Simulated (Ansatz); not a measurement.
**Prototype screening**

These are results of DFT r2SCAN, scalar-relativistic, plane waves, PAW (Ansatz 0.2.0), not measurements. All cells share a 500 eV cutoff and Γ-centred k meshes spaced at most 0.3 Å⁻¹ (0.19 for metals, 2π included).

Each formula was placed on the sites of the named type and relaxed at zero pressure without lowering the symmetry. No run is spin-polarised. The smearing is 0.1 eV for metals and 0.01 to 0.02 eV otherwise. Formation energies are uncorrected and refer to the elements' standard structures at the same level (N₂ as a molecule).

For metals, differences of a few meV/atom aren't resolved. No dispersion correction is applied, so the spacing between layers, chains or molecules is poorly fixed, and with it the volume and density (Br P6_3/mmc, Br P6/mmm, Br P3_121). Spin–orbit coupling is left out.

```tsv
formula	started on type	final group	a or a / b (Å)	c (Å)	V (Å³/atom)	E over elements (eV/atom)	gap on mesh (eV)
Br	lonsdaleite	P6_3/mmc	4.21	9.71	37.2	0.07	0.87
Br	graphite	P6_3/mmc	4.89	7.88	40.8	0.47	0.00
Br	simple cubic	Pm-3m	3.08	3.08	29.2	0.51	0.00
Ta2N3	A-type sesquioxide	P-3m1	3.39	5.37	10.7	-0.98	0.00
Br	omega	P6/mmm	6.65	2.56	32.7	0.14	0.00
Br	simple hexagonal	P6/mmm	3.84	2.56	32.7	0.12	0.00
Br	hcp	P6_3/mmc	3.83	4.35	27.6	0.56	0.00
Br	trigonal selenium	P3_121	4.15	7.34	36.5	0.09	0.00
```